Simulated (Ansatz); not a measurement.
# BH3NS− (SMILES [NH-]BS): single points off equilibrium

An exercise on one series of results from a longer session: the logs are not shown, and one member is left open.

Computed with Ansatz 0.2.0, Gaussian basis. Level: single points in def2-TZVPPD.

Cores are frozen in the correlated methods.

1 further run of the same task is left out (it didn't finish).

### The system as given

SMILES `[NH-]BS`, 6 atoms, charge -1, spin multiplicity 1.

Atoms are counted from 1 here; the program's logs count them from 0.

Bond lengths: N1–B2 1.380 Å, N1–H4 1.018 Å, B2–S3 1.953 Å, B2–H5 1.193 Å, S3–H6 1.357 Å. Angles: B2–N1–H4 105.9°, N1–B2–S3 122.6°, N1–B2–H5 126.0°, S3–B2–H5 111.3°, B2–S3–H6 106.6°.

Coordinates:

```xyz
6
BH3NS
N    -0.60248   -0.15135   -1.15244
B     0.43776   -0.48703   -0.31005
S     0.64472    0.29497    1.46721
H    -1.22935    0.43294   -0.60201
H     1.35344   -1.20424   -0.57745
H    -0.36265    1.19206    1.61473
```

The first run:

The input, run/in.yaml:

```yaml
crystal:
  periodic: [false, false, false]
  atoms:
    - {symbol: N, position_ang: [-0.602484, -0.151351, -1.152441]}
    - {symbol: B, position_ang: [0.437757, -0.487026, -0.310053]}
    - {symbol: S, position_ang: [0.644716, 0.294967, 1.467212]}
    - {symbol: H, position_ang: [-1.229349, 0.432943, -0.602013]}
    - {symbol: H, position_ang: [1.353444, -1.204236, -0.577447]}
    - {symbol: H, position_ang: [-0.362653, 1.192060, 1.614730]}
basis:
  gaussian: {orbitals: "def2-TZVPPD.json"}
total_charge: -1
hamiltonian: {xc: pbe, dispersion: d4}
output: {forces: true}
```

The basis file named in the input lies beside it (Basis Set Exchange, JSON).

Launch:

```sh
ansatz run in.yaml --threads 2 --pin off --events-out ev --progress --plain --max-ram 3481MiB
```

Among the steps run: PBE-D4/def2-TZVPPD; r2SCAN-D4/def2-TZVPPD; PBE0-D4/def2-TZVPPD; wB97M-V/def2-TZVPPD; CCSD(T)/def2-TZVPPD.

One of the session's tables, all rows but one given; the rest of the session is left out.

| method | RMS force component (eV/Å) | angle to CCSD(T) forces (°) |
| --- | --- | --- |
| PBE-D4 | 0.536 | 16.4 |
| r2SCAN-D4 | 0.567 | 10.6 |
| PBE0-D4 | 0.609 | 14.7 |
| wB97M-V | ? | ? |
| CCSD(T) | 0.457 | reference |

Q: Estimate the row for wB97M-V from the others.

The run gave: RMS force component (eV/Å): 0.606; angle to CCSD(T) forces (°): 16.5. In the column «RMS force component (eV/Å)» it lies between r2SCAN-D4 (0.567) and PBE0-D4 (0.609).
